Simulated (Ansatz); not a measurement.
# CH₅ (doublet): from Hartree-Fock to the top rungs at distance C1–H5 along a hydrogen transfer = 1.013 Å, 6-31G

How much of the correlation energy of CH₅ (doublet) does each wave-function method recover here?

Program: Ansatz 0.2.0, Gaussian basis. Level of theory: 6-31G, core rule «outside noble gas», up to 1 orbitals frozen. These are calculated values, not measurements.

Plan: UHF; CCSD(T) on ROHF; CCSD(T) on UHF; BCCD(T) on ROHF; CISD; CCSDT(Q) on ROHF; CCSDT(Q) on UHF; CCSDTQ on ROHF; CASSCF and MRCISD+Q, 3 electrons in 3 orbitals; CASSCF and NEVPT2, 3 electrons in 3 orbitals; CASSCF and MRCISD+Q, 9 electrons in 9 orbitals; CASSCF and NEVPT2, 9 electrons in 9 orbitals; Full CI.

6 further runs of the same task are left out: 1 for a mislabelled method, 5 that didn't finish.

## (1) The system

The geometry derives from fragments relaxed apart (PBE0/def2-TZVP) and kept rigid, so it is no stationary point. A hydrogen atom is moved between rigid fragments.

6 atoms, charge 0, spin multiplicity 2.

Atoms are counted from 1 here; the program's logs count them from 0.

Bond lengths: C1–H2 1.090 Å, C1–H3 1.090 Å, C1–H4 1.090 Å, C1–H5 1.013 Å. Angles: H2–C1–H3 109.5°, H2–C1–H4 109.5°, H2–C1–H5 109.5°, H3–C1–H4 109.5°, H3–C1–H5 109.5°, H4–C1–H5 109.5°.

As a file:

```
C    -0.1345    0.0000    0.0000
H    -0.4977    1.0273    0.0000
H    -0.4977   -0.5137    0.8897
H    -0.4977   -0.5137   -0.8897
H     0.8785    0.0000    0.0000
H     2.2175    0.0000    0.0000
```

## (2) UHF

The input, in.yaml:

```yaml
crystal:
  periodic: [false, false, false]
  atoms:
    - {symbol: C, position_ang: [-0.134510, 0.000000, 0.000000]}
    - {symbol: H, position_ang: [-0.497716, 1.027301, 0.000000]}
    - {symbol: H, position_ang: [-0.497716, -0.513650, 0.889668]}
    - {symbol: H, position_ang: [-0.497716, -0.513650, -0.889669]}
    - {symbol: H, position_ang: [0.878490, 0.000000, 0.000000]}
    - {symbol: H, position_ang: [2.217490, 0.000000, 0.000000]}
basis:
  gaussian: {orbitals: 6-31G}
magnetization: {spin_polarized: true, initial_magnetization: 1}
hamiltonian: {xc: hf}
output: {orbitals: {seedname: orbitals}}
```

The run is started by

```bash
$ ansatz run in.yaml --threads 1 --pin off --events-out ev --progress --plain --max-ram 2393MiB
```

The runs that follow: CCSD(T) on ROHF; CCSD(T) on UHF; BCCD(T) on ROHF; CISD; CCSDT(Q) on ROHF; CCSDT(Q) on UHF; CCSDTQ on ROHF; CASSCF and MRCISD+Q, 3 electrons in 3 orbitals; CASSCF and NEVPT2, 3 electrons in 3 orbitals; CASSCF and MRCISD+Q, 9 electrons in 9 orbitals; CASSCF and NEVPT2, 9 electrons in 9 orbitals; Full CI.

Q: Predict the results of all the runs planned. Wanted: FCI below the RHF energy; RMP2 from FCI; UMP2 from FCI; RCCSD from FCI; RCCSD(T) from FCI; UCCSD(T) from FCI; RCCSDT(Q) from FCI; UCCSDT(Q) from FCI; NEVPT2 pair from FCI.

**Answer**, as computed:

| quantity | value |
| --- | --- |
| FCI below the RHF energy | -3.2865 eV |
| RMP2 from FCI | +13.34 kcal/mol |
| UMP2 from FCI | +13.25 kcal/mol |
| RCCSD from FCI | +1.22 kcal/mol |
| RCCSD(T) from FCI | +0.20 kcal/mol |
| UCCSD(T) from FCI | +0.20 kcal/mol |
| RCCSDT(Q) from FCI | 0.00 kcal/mol |
| UCCSDT(Q) from FCI | 0.00 kcal/mol |
| NEVPT2 pair from FCI | +12.03 kcal/mol |
| MRCISD+Q pair from FCI | +0.38 kcal/mol |
| NEVPT2 valence from FCI | +5.89 kcal/mol |
| levels within 1 kcal/mol (43 meV) | RCCSD(T), UCCSD(T), BCCD(T), RCCSDT, UCCSDT, RCCSDT(Q), UCCSDT(Q), RCCSDTQ, MRCISD+Q pair, MRCISD valence, MRCISD+Q valence |
| T1 diagnostic | 0.010 |
| effectively unpaired electrons | 1.02 |

In words: RCCSD(T) lands +0.20 kcal/mol from the yardstick (0.3 % of the correlation energy). One determinant dominates. Of the multireference levels listed MRCISD+Q valence comes nearest in total energy (+0.03 kcal/mol), which doesn't show that its space is the better one. These misses are within one basis, not against nature; the frozen cores of restricted and unrestricted runs differ, which can shift their rows.
